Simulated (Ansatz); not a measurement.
Computed with Ansatz.

Basis-set series for C$_{4}$H$_{7}$NS (`C=CNC(=C)S`). The species carries charge 0 and has multiplicity 1. Geometry: relaxed with PBE0-D4/def2-TZVP. It is one conformer, not always the lowest.

```xyz
13

C     0.300   -1.898    1.572
C     0.530   -0.778    0.888
N    -0.315   -0.244   -0.058
C    -0.173    0.954   -0.732
C    -1.209    1.633   -1.238
S     1.448    1.627   -0.894
H    -0.598   -2.490    1.432
H     1.022   -2.243    2.298
H     1.431   -0.198    1.049
H    -1.222   -0.675   -0.149
H    -2.228    1.332   -1.027
H    -1.047    2.491   -1.873
H     2.061    0.489   -1.269
```

```tsv
functional	basis	functions	energy (Eh)	HOMO (eV)	LUMO (eV)
PBE0-D4	def2-SVP	123	-608.87450	-5.74	0.04
PBE0-D4	def2-QZVPP	565	-609.26789	-5.87	-0.30
ωB97M-V	def2-SVP	123	-609.13086	-7.80	2.13
ωB97M-V	def2-QZVPP	565	-609.53315	-7.95	1.51
```

Problem. Give the rows for def2-TZVPP. (An estimate is asked.)

Solution. The calculation gave: 
```csv
functional,basis,functions,energy (Eh),HOMO (eV),LUMO (eV)
PBE0-D4,def2-TZVPP,295,-609.24426,-5.85,-0.21
ωB97M-V,def2-TZVPP,295,-609.51070,-7.92,1.79
```

Positive LUMOs are unbound and depend on the basis.
